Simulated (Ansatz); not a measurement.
Program: Ansatz. Geometries: PBE0-D4/def2-TZVP. ΔE: electronic, gas phase. CCSD(T)/CBS is the MP2 limit (def2-TZVPP, def2-QZVPP) plus CCSD(T) − MP2 in def2-TZVPP, frozen cores. This one scheme is used for every species. DFT in def2-TZVPP. HSE06 is defined as in plane-wave codes. One conformer a species, not always the lowest.

Reaction (formal hydrolysis of a C–O bond): `C=NC(=N)OC` + H₂O → `C=NC(=N)O` + CH₃OH

`C=NC(=N)OC`:

Cartesian coordinates in Å:
```
C 1.111 1.729 0.945
N -0.099 1.369 1.025
C -0.524 0.229 0.315
N -1.715 -0.190 0.346
O 0.427 -0.382 -0.399
C 0.014 -1.533 -1.120
H 1.862 1.204 0.350
H 1.420 2.613 1.501
H -2.257 0.424 0.946
H 0.903 -1.895 -1.635
H -0.374 -2.293 -0.440
H -0.769 -1.276 -1.836
```

H₂O:

```xyz
3

O     0.112   -0.333    0.167
H    -0.706    0.147    0.312
H     0.594    0.186   -0.479
```

`C=NC(=N)O`:

```xyz
9

C     1.042    0.984    0.726
N     0.185    0.887   -0.200
C    -0.474   -0.339   -0.381
N    -1.350   -0.534   -1.269
O    -0.120   -1.328    0.459
H     1.303    0.164    1.398
H     1.547    1.939    0.858
H    -1.481    0.321   -1.802
H    -0.653   -2.093    0.210
```

CH₃OH:

```xyz
6

C     0.261    0.091   -0.225
O    -0.934   -0.527    0.194
H     0.403   -0.168   -1.275
H     1.134   -0.266    0.335
H     0.216    1.184   -0.147
H    -1.079   -0.314    1.118
```

```tsv
level	ΔE (kJ/mol)	difference from CCSD(T)/CBS
PBE-D4	10.7	-6.3
BLYP-D4	12.6	-4.4
ωB97M-V	12.1	-4.9
HSE06	7.4	-9.6
LC-ωPBE	8.5	-8.5
RPA@PBE/def2-TZVPP	14.3	-2.7
CCSD(T)/def2-SVP	9.2	-7.8
HF/def2-TZVPP	4.7	-12.3
SCS-MP2/def2-TZVPP	14.9	-2.1
MP2/def2-QZVPP	19.3	2.3
CCSD(T)/CBS	17.0	0
```

Largest T1 diagnostic among the species: 0.015.

Leaving LDA and LC-ωPBE aside and taking each functional with its dispersion term where it has one, the values, not all of them listed here, spread over 2.0 kJ/mol, from HSE06-D4 to BLYP-D4. LDA lies +6.7 kJ/mol from PBE without D4. In def2-TZVPP, CCSD(T) changes the Hartree–Fock value by +10.5 kJ/mol (the triples alone add +2.0 kJ/mol) and MP2 by +13.3 kJ/mol. The D4 term adds +5.7 kJ/mol with B3LYP and +3.4 kJ/mol with PBE0; it sums over pairs of atoms, weighted by their polarisabilities, and B3LYP, whose exchange is more repulsive, gets the larger term.

B3LYP here is the variant with VWN-RPA as its local correlation; programs differ in this.
